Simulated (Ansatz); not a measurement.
# C4H10O: one species, many methods

Aim: compute C4H10O with functionals from several rungs and with coupled cluster. The yardstick is the atomisation energy at the CCSD(T) limit.

Program: Ansatz 0.2.0, Gaussian basis. Level of theory: functionals in def2-TZVPP, the program's frozen cores in correlated methods. These are calculated values, not measurements.

Levels to be run: PBE-D4, r2SCAN-D4, PBE0-D4, B3LYP-D4, ωB97X-V, ωB97M-V, B2PLYP; CCSD(T)/def2-TZVPP; MP2/def2-QZVPP; extrapolation to the limit.

## Step 1: The geometry

The geometry comes from an earlier relaxation with PBE0-D4 in a triple-zeta def2 set; it is a stationary point, not always the lowest conformer.

SMILES `CCCOC`, 15 atoms, charge 0, spin multiplicity 1.

Atoms are counted from 1 here; the program's logs count them from 0.

Bond lengths: C1–C2 1.519 Å, C1–H6 1.094 Å, C1–H7 1.092 Å, C1–H8 1.091 Å, C2–C3 1.511 Å, C2–H9 1.095 Å, C2–H10 1.095 Å, C3–O4 1.405 Å, C3–H11 1.102 Å, C3–H12 1.103 Å, O4–C5 1.398 Å, C5–H13 1.090 Å, C5–H14 1.100 Å, C5–H15 1.100 Å. Angles: C2–C1–H6 111.0°, C2–C1–H7 111.3°, C2–C1–H8 110.8°, H6–C1–H7 107.8°, H6–C1–H8 107.8°, H7–C1–H8 108.2°, C1–C2–C3 113.1°, C1–C2–H9 110.3°, C1–C2–H10 110.2°, C3–C2–H9 107.9°, C3–C2–H10 108.5°, H9–C2–H10 106.7°, C2–C3–O4 109.3°, C2–C3–H11 110.4°, C2–C3–H12 110.2°, O4–C3–H11 109.9°, O4–C3–H12 109.8°, H11–C3–H12 107.2° and more.

As a file:

```xyz
15
C4H10O
C    -1.59038   -0.73711   -1.03817
C    -0.37484   -1.30013   -0.32246
C     0.66873   -0.25212   -0.01320
O     0.12511    0.69960    0.86593
C     1.02788    1.72216    1.17223
H    -1.30786   -0.28462   -1.99330
H    -2.32576   -1.51791   -1.24402
H    -2.07244    0.03314   -0.43422
H     0.09847   -2.07723   -0.93172
H    -0.67660   -1.77661    0.61580
H     1.55794   -0.71733    0.44091
H     0.99842    0.24242   -0.94248
H     0.52945    2.41254    1.85343
H     1.93162    1.33105    1.66155
H     1.33654    2.27215    0.27153
```

## Step 2: PBE-D4 (GGA)

Contents of in.yaml:

```yaml
crystal:
  periodic: [false, false, false]
  atoms:
    - {symbol: C, position_ang: [-1.590377, -0.737114, -1.038171]}
    - {symbol: C, position_ang: [-0.374837, -1.300131, -0.322457]}
    - {symbol: C, position_ang: [0.668735, -0.252119, -0.013198]}
    - {symbol: O, position_ang: [0.125112, 0.699599, 0.865927]}
    - {symbol: C, position_ang: [1.027875, 1.722160, 1.172229]}
    - {symbol: H, position_ang: [-1.307860, -0.284623, -1.993295]}
    - {symbol: H, position_ang: [-2.325762, -1.517905, -1.244025]}
    - {symbol: H, position_ang: [-2.072435, 0.033139, -0.434220]}
    - {symbol: H, position_ang: [0.098475, -2.077226, -0.931723]}
    - {symbol: H, position_ang: [-0.676603, -1.776612, 0.615803]}
    - {symbol: H, position_ang: [1.557936, -0.717328, 0.440910]}
    - {symbol: H, position_ang: [0.998423, 0.242424, -0.942484]}
    - {symbol: H, position_ang: [0.529450, 2.412541, 1.853426]}
    - {symbol: H, position_ang: [1.931625, 1.331047, 1.661554]}
    - {symbol: H, position_ang: [1.336543, 2.272150, 0.271525]}
basis:
  gaussian: {orbitals: def2-TZVPP}
hamiltonian: {xc: pbe, dispersion: d4}
output: {forces: true, orbitals: {seedname: orbitals}}
```

The runs that follow: r2SCAN-D4 (meta-GGA); PBE0-D4 (hybrid); B3LYP-D4 (hybrid); ωB97X-V (range-separated); ωB97M-V (range-separated); B2PLYP (double hybrid); CCSD(T) in def2-TZVPP; MP2 in def2-QZVPP.

**Question.** What will the summary of the whole plan be? Wanted: atomisation energy, CCSD(T)/CBS; farthest; mean size of error, hybrid; mean size of error, range-separated; gap, smallest and largest; T1 diagnostic; triples share of the correlation energy.

The runs gave:

| quantity | value |
| --- | --- |
| atomisation energy, CCSD(T)/CBS | 1390.2 kcal/mol |
| functionals within 7.0 kcal/mol (0.5 %) | r2SCAN-D4, PBE0-D4, B3LYP-D4, ωB97X-V, ωB97M-V |
| farthest | PBE-D4 (+25.2 kcal/mol) |
| mean size of error, hybrid | 3.5 kcal/mol |
| mean size of error, range-separated | 2.4 kcal/mol |
| gap, smallest and largest | 6.27 eV (PBE-D4), 13.00 eV (ωB97X-V) |
| T1 diagnostic | 0.0095 |
| triples share of the correlation energy | 3.6 % |

What this shows: PBE-D4 is off by +25.2 kcal/mol. Double hybrids carry the basis error of their MP2 part in triple zeta, and no dispersion term here, so their miss is partly the set-up's. Misses under about 7.0 kcal/mol are within the doubt on the reference itself, which lacks core-valence correlation, relativity and higher excitations. Hartree-Fock recovers 75 % of the binding; the rest is correlation. The gap grows from 6.3 to 13.0 eV across the functionals, mostly with the share of exact exchange.
